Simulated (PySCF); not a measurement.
**How methods differ on the electron affinity of H**

H⁻ 1s2 (1S) → H 1s1 (2S), as a difference of total energies. All numbers are calculated (PySCF 2.14, the spin-free X2C one-electron Hamiltonian (Gaussian nucleus), in aug-cc-pVTZ-DK). Correlated levels: valence: nothing frozen. The calculations carry no spin-orbit coupling.

```
           method  electron affinity (eV)
              UHF                  -0.332
    MP2 (valence)                   0.438
SCS-MP2 (valence)                   0.592
   CCSD (valence)                   0.728
```

Errors of the correlated levels include the incompleteness of this basis.

A negative affinity means that the anion lies above the atom at that level of theory.

With two correlated electrons CCSD is exact in that space.

The coupled-cluster amplitudes are large for H⁻ (T1 above 0.03 or a double amplitude above 0.15), so a single reference is strained.

For comparison: 0.754 eV (measured; photodetachment measurements, as compiled on the Wikipedia data page of electron affinities).
